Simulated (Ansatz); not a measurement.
**Vanadium, bcc: convergence with the k-point mesh**

Computed with Ansatz, PBE, scalar-relativistic PAW, on the relaxed cell (a = 2.998 Å; spin not included). Errors count from a run at 420 eV on a Γ-centred 24×24×24 mesh with Fermi-Dirac smearing of 0.1 eV, extrapolated to zero width. Fixed here: cutoff 420 eV, Fermi-Dirac width 0.1 eV. The SCF starts from atomic densities corrected by a trained network.

```tsv
k-mesh	E(σ→0) error (meV/atom)	P (GPa)	SCF iterations
2×2×2	-407.1	-23.12	6
4×4×4	-107.8	-0.81	6
5×5×5	41.9	1.53	6
9×9×9	2.1	-0.11	6
12×12×12	4.9	0.03	6
16×16×16	1.9	0.15	6
21×21×21	0.2	0.05	6
```

What does the run at 7×7×7 give (k-mesh)?

E(σ→0) error (meV/atom): -3.0; P (GPa): 0.44; SCF iterations: 6.

Within 5 meV/atom of the last row: from 7×7×7 on.
